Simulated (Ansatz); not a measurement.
Basis-set extrapolation for C6H14O (`CCCCC(C)O`) (PBE0-D4/def2-TZVP geometry, frozen core, Ansatz). Multiplicity 1, RHF reference.

|  | def2-TZVPP | def2-QZVPP |
| --- | --- | --- |
| HF | -310.345573 | -310.360258 |
| MP2 correlation | -1.299082 | -1.384375 |
| CCSD(T) correlation | -1.421059 | not run |

Energies in hartree. Use E(X) = E(∞) + A·exp(−7.88·√X) for Hartree–Fock and E(X) = E(∞) + B·X^(−2.97) for correlation, with X = 3 and 4, and add CCSD(T) minus MP2 of the smaller set to the MP2 limit.

What is the CCSD(T) energy at the basis-set limit?

HF limit: -310.360258 + (-0.014685) × 0.13774 = -310.36228. MP2 limit: -1.384375 + (-0.085293) × 0.74074 = -1.44755. Higher-order term: -1.421059 − (-1.299082) = -0.12198. Total: -311.93181 hartree, 103.7 kcal/mol below CCSD(T)/def2-TZVPP.
